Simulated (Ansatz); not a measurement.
A geometry optimisation of C5H9+ with B3LYP/6-31G*

The starting geometry of this gas-phase singlet was optimised with GFN2-xTB; its bonds are those of `C/C=C/[CH+]C`.

```yaml
atoms:
  - { symbol: C, position_ang: [-0.5412, 1.3720, 0.9604] }
  - { symbol: C, position_ang: [-0.6992, -0.0610, 0.8816] }
  - { symbol: C, position_ang: [-1.2037, -0.7263, -0.2184] }
  - { symbol: C, position_ang: [-1.3654, -2.0977, -0.3086] }
  - { symbol: C, position_ang: [-1.0444, -3.0914, 0.7045] }
  - { symbol: H, position_ang: [0.5031, 1.6161, 1.1898] }
  - { symbol: H, position_ang: [-0.8610, 1.8968, 0.0641] }
  - { symbol: H, position_ang: [-1.0772, 1.7551, 1.8370] }
  - { symbol: H, position_ang: [-0.3996, -0.6345, 1.7529] }
  - { symbol: H, position_ang: [-1.4964, -0.1295, -1.0734] }
  - { symbol: H, position_ang: [-1.7816, -2.4680, -1.2398] }
  - { symbol: H, position_ang: [-1.6126, -2.9085, 1.6221] }
  - { symbol: H, position_ang: [-1.2490, -4.1013, 0.3616] }
  - { symbol: H, position_ang: [0.0041, -3.0211, 1.0094] }
```

Predict what becomes of its bonds when it is optimised with B3LYP/6-31G*.

It keeps its bonds, and is `C/C=C/[CH+]C`.

The energy falls by 0.14 eV over 15 steps:

```csv
step,E − E(last) (eV)
1,0.136
3,0.099
4,0.097
6,0.074
7,0.058
9,0.013
10,0.006
12,0.000
13,0.000
15,0.000
```

Final geometry (Å):

```
atom    x (Å)    y (Å)    z (Å)
   C  -0.4276   1.4080   0.9117
   C  -0.6417  -0.0417   0.8450
   C  -1.2940  -0.6990  -0.1882
   C  -1.4789  -2.0786  -0.2179
   C  -1.0641  -3.0992   0.7564
   H   0.6520   1.6096   1.0138
   H  -0.8322   1.9553   0.0588
   H  -0.8606   1.7945   1.8498
   H  -0.2528  -0.6275   1.6773
   H  -1.6812  -0.1122  -1.0173
   H  -2.0088  -2.4662  -1.0895
   H  -1.9569  -3.6629   1.0726
   H  -0.4439  -3.8467   0.2356
   H  -0.5334  -2.7327   1.6351
```

The end wasn't checked by frequencies. Run with Ansatz 0.2.0, 28 s on 2 threads of Arm Neoverse V2, with other jobs on the host.
